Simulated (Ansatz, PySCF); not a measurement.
Molecule: C3H3, net charge 0, doublet state. It need not be the lowest isomer of its formula. 
Geometry from a B3LYP-D3(BJ)/def2-TZVP (Ansatz, a program for electronic structure) optimisation:
SMILES: C1[CH]C=1
```xyz
6

C      0.0018     0.0071     0.8842
C      0.0467    -0.6576    -0.4096
C      0.0561     0.6501    -0.4202
H     -0.7909     0.0189     1.6308
H      0.0705    -1.5781    -0.9660
H      0.0930     1.5610    -0.9914
```
Charge 0, spin multiplicity 2.

Dipole moments at this geometry, in debye (magnitudes).

| level | program | dipole (D) |
|---|---|---|
| revPBE/def2-TZVPD | Ansatz | 1.49 |
| BP86/def2-TZVPD | PySCF | 1.51 |
| TPSS/def2-TZVPD | PySCF | 1.48 |
| r2SCAN/def2-TZVPD | Ansatz | 1.45 |
| B3LYP/def2-TZVPD | PySCF | 1.49 |
| PBE0/def2-TZVPD | Ansatz | 1.48 |
| TPSSh/def2-TZVPD | PySCF | 1.47 |
| r2SCANh/def2-TZVPD | Ansatz | 1.44 |
| M06-2X/def2-TZVPD | PySCF | 1.46 |
| HSE06/def2-TZVPD | Ansatz | 1.48 |
| CAM-B3LYP/def2-TZVPD | Ansatz | 1.51 |
| wB97M-V/def2-TZVPD | Ansatz | 1.55 |
| wB97X-V/def2-TZVPD | Ansatz | 1.54 |
| CCSD(T)/aug-cc-pVDZ | Ansatz | 1.45 |
